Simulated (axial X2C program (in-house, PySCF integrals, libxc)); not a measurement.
Nuclear properties of AlH⁺

Computed with an axial X2C code built on PySCF integrals: two-component X2C with atomic mean-field Coulomb and Gaunt terms, Gaussian nuclei, basis Al dyall-v3z, H dyall-v3z with contracted cores.

R = 1.623 Å (near the PBE0 minimum at charge 1 of the determinant lowest at the starting distance; the state shown can have its own minimum elsewhere).

Determinant lowest in the PBE0 search, Ω = 1/2 (⟨Sz⟩ = 0.50, ⟨Lz⟩ = 0.00 at PBE0), spin on the atoms Al 0.33, H 0.17:

```csv
level,Eeff magnitude (GV/cm),Ws magnitude Al (kHz),A∥/gI Al (MHz),qzz Al (a.u.),A∥/gI H (MHz),qzz H (a.u.)
PBE0,0.196,0.148,888,-1.17,110,0.08
HF,0.226,0.171,923,-1.28,114,0.08
BHandHLYP,0.208,0.158,916,-1.16,124,0.08
r2SCAN,0.204,0.155,959,-1.19,116,0.08
BP86,0.187,0.142,919,-1.14,110,0.08
```

Eeff is the effective electric field on the electron electric dipole moment in this Ω state and Ws the scalar–pseudoscalar constant of the nucleus named (defined with the proton number Z and per Ω); A∥ (defined per Ω) follows by multiplying with gI = μI/(I μN); qzz is the electric field gradient, eQq0 = 234.96 MHz × Q/barn × qzz. The operators were transformed with the bare-nucleus X2C matrices; with these basis sets, hyperfine constants and field gradients can be off by tens of per cent, and where levels differ in sign neither size nor sign is settled.

Task: With gI(27Al) = 1.4566, Q(27Al) = 0.1466 barn, gI(1H) = 5.5857 (g factors from the IAEA table of nuclear moments by Stone; Q from Pyykkö, Mol. Phys. 2018), turn the PBE0 values of the first state into constants in MHz.

Result: A∥(27Al) = 888 × 1.4566 = 1290 MHz; eQq0(27Al) = 234.96 × (0.1466) × (-1.17) = -40.3 MHz; A∥(1H) = 110 × 5.5857 = 614 MHz.

Each state is one determinant with collinear spin. Unrestricted Hartree–Fock can overshoot spin polarisation at the nuclei. The search compared states at one distance, so a state with another bond length can lie lower.
